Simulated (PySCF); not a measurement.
## Chlorine: a sound run and one with changed settings

Sound run: Cl [Ne] 3s2 3p5, Cl⁺ [Ne] 3s2 3p4. Calculation: PySCF 2.14, in x2c-TZVPall (5s5p2d1f, 37 functions); the spin-free X2C one-electron Hamiltonian (Gaussian nucleus). In the sound run the correlated levels freeze [Ne]. The sound run starts from symmetry-adapted Hartree-Fock orbitals and uses a fine grid where one is needed.

Changed run: no relativity, point nucleus. This setting is unsound on purpose.

| species | method | sound run (hartree) | changed run (hartree) | converged |
| --- | --- | --- | --- | --- |
| Cl | UHF | -460.88778 | -459.22483 | yes |
| Cl | LDA | -460.05360 | -458.38478 | yes |
| Cl | TPSS | -461.58824 | -459.92155 | yes |
| Cl | MP2 | -461.04303 | -459.38001 | yes |
| Cl | CCSD(T) | -461.07276 | -459.40984 | yes |
| Cl⁺ | UHF | -460.45561 | -458.79193 | yes |
| Cl⁺ | LDA | -459.56935 | -457.89978 | yes |
| Cl⁺ | TPSS | -461.11322 | -459.44578 | yes |
| Cl⁺ | MP2 | -460.57638 | -458.91271 | yes |
| Cl⁺ | CCSD(T) | -460.60619 | -458.94266 | yes |

Ionisation energy of Cl:

```csv
method,sound run (eV),changed run (eV)
UHF,11.760,11.780
LDA,13.177,13.197
TPSS,12.926,12.946
MP2,12.698,12.716
SCS-MP2,12.694,12.712
CCSD,12.659,12.676
CCSD(T),12.696,12.713
```

Most of the change in total energy is the relativistic energy itself. On top of that the contraction fixes the core shape for the Hamiltonian it was made with, so the changed run is not a good calculation with the other Hamiltonian either.

For comparison, NIST gives 12.968 eV between the lowest levels.
